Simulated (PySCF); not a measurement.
Shifts of the heteroatoms

Bonds (- single, = double, # triple, : aromatic): F1-C2 1.314 Å, C2-F3 1.314 Å, C2-F4 1.314 Å, C2-F5 1.314 Å.

[PySCF 2.14: PBE0/pcSseg-1 with gauge-including orbitals; spin–spin couplings from B3LYP/pcJ-1; coordinates at the GFN2-xTB level; one computed conformer; no relativistic terms; no solvent; equivalent nuclei averaged]

Task: What are the 19F shifts?

Result: 
```csv
atoms,environment,σ (ppm),δ (ppm)
F1/F3/F4/F5,fluorine of CF4,250.8,-65.7
```

Shieldings were converted by a linear fit to measured shifts: 19F (scatter 6.0 ppm rms, 7.0 ppm with the 5 outliers that the fit left out vs CFCl3, solution or neat liquid, with a term for F on sp3 carbon). Occasional misses reach two or three times the rms, and more in compound classes unlike the fitted ones. Couplings are scaled by factors fitted to measured values: 1J(C,F) × 0.77 (rms 8.7 Hz); all others are unscaled and can be 10–30 % off.

Couplings (the largest are listed; each averaged over equivalent pairs): 1J(F1,C2) = -265.9 Hz, 2J(F1,F3) = -33.7 Hz.

On a 600 MHz spectrometer 19F resonates near 564.6 MHz, so 1 ppm is 564.6 Hz.
